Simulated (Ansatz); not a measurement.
# AlH2NSi (SMILES N#[Si][AlH2]): functionals against CCSD(T) at one geometry

How do the functionals fare away from a minimum? The structure is a frame of a short trajectory.

Computed with Ansatz 0.2.0, Gaussian basis. Level: single points in def2-TZVPP.

Correlated methods freeze the cores.

### 1 Where the work starts

SMILES `N#[Si][AlH2]`, 5 atoms, charge 0, spin multiplicity 1.

Atoms are counted from 1 here; the program's logs count them from 0.

Bond lengths: N1–Si2 1.583 Å, Si2–Al3 2.513 Å, Al3–H4 1.631 Å, Al3–H5 1.558 Å. Angles: N1–Si2–Al3 174.3°, Si2–Al3–H4 110.1°, Si2–Al3–H5 124.4°, H4–Al3–H5 125.4°.

As a file:

```
N     0.3810   -1.9884    2.3610
Si    0.2275   -0.9168    1.2066
Al   -0.1315    0.6086   -0.7584
H    -1.3028    0.0118   -1.7242
H     0.7267    1.8741   -1.0580
```

### 2 PBE-D4/def2-TZVPP

Input file run/in.yaml:

```yaml
crystal:
  periodic: [false, false, false]
  atoms:
    - {symbol: N, position_ang: [0.380994, -1.988420, 2.360961]}
    - {symbol: Si, position_ang: [0.227522, -0.916785, 1.206628]}
    - {symbol: Al, position_ang: [-0.131509, 0.608631, -0.758419]}
    - {symbol: H, position_ang: [-1.302820, 0.011754, -1.724163]}
    - {symbol: H, position_ang: [0.726654, 1.874079, -1.057951]}
basis:
  gaussian: {orbitals: def2-TZVPP}
hamiltonian: {xc: pbe, dispersion: d4}
output: {forces: true}
```

Command:

```bash
$ ansatz run in.yaml --threads 2 --pin off --events-out ev --progress --plain --max-ram 3481MiB
```

### 3 r2SCAN-D4/def2-TZVPP

Changes to run/in.yaml since step 2:

```diff
@@ -10,3 +10,3 @@
   gaussian: {orbitals: def2-TZVPP}
-hamiltonian: {xc: pbe, dispersion: d4}
+hamiltonian: {xc: r2scan, dispersion: d4}
 output: {forces: true}
```

### 4 PBE0-D4/def2-TZVPP

Changes to run/in.yaml since step 3:

```diff
@@ -10,3 +10,3 @@
   gaussian: {orbitals: def2-TZVPP}
-hamiltonian: {xc: r2scan, dispersion: d4}
-output: {forces: true}
+hamiltonian: {xc: pbe0, dispersion: d4}
+output: {forces: true, orbitals: {seedname: orbitals}}
```

### 5 wB97M-V/def2-TZVPP

Changes to run/in.yaml since step 4:

```diff
@@ -10,3 +10,3 @@
   gaussian: {orbitals: def2-TZVPP}
-hamiltonian: {xc: pbe0, dispersion: d4}
-output: {forces: true, orbitals: {seedname: orbitals}}
+hamiltonian: {xc: {name: wB97M-V}}
+output: {forces: true}
```

### 6 CCSD(T)/def2-TZVPP

Changes to run/in.yaml since step 5:

```diff
@@ -10,3 +10,3 @@
   gaussian: {orbitals: def2-TZVPP}
-hamiltonian: {xc: {name: wB97M-V}}
+correlation: {method: ccsd_t}
 output: {forces: true}
```

(Steps that only read results are left out.)

**Question.** What will these runs give? Wanted: energy less free atoms, CCSD(T)/def2-TZVPP; RMS force component; RMS force error; HOMO and LUMO, PBE0-D4; T1 diagnostic.

The runs gave:

| quantity | value |
| --- | --- |
| energy less free atoms, CCSD(T)/def2-TZVPP | -1161.1 kJ/mol |
| RMS force component | 0.342 to 0.561 eV/Å over the methods |
| RMS force error | PBE-D4 0.154, r2SCAN-D4 0.349, PBE0-D4 0.535, wB97M-V 0.723 eV/Å |
| HOMO and LUMO, PBE0-D4 | -7.25 and -3.52 eV |
| T1 diagnostic | 0.031 |

In words: Against CCSD(T) the functionals' energies less atoms differ by -84.0 to +1.0 kJ/mol, PBE-D4 by -84.0 kJ/mol. A larger basis would deepen the CCSD(T) value, while the functionals are nearly converged already, so the order here is not reliable. The forces of PBE-D4 come nearest to CCSD(T), those of wB97M-V are farthest. Frozen-core CCSD(T) forces in triple zeta carry basis errors of their own, and this is one geometry, so small gaps rank nothing. The T1 diagnostic is large here, over the usual mark for main-group molecules (transition-metal compounds often pass it harmlessly), so CCSD(T) itself may be off. The restricted Hartree–Fock reference is unstable towards an unrestricted one at one or more of these structures.
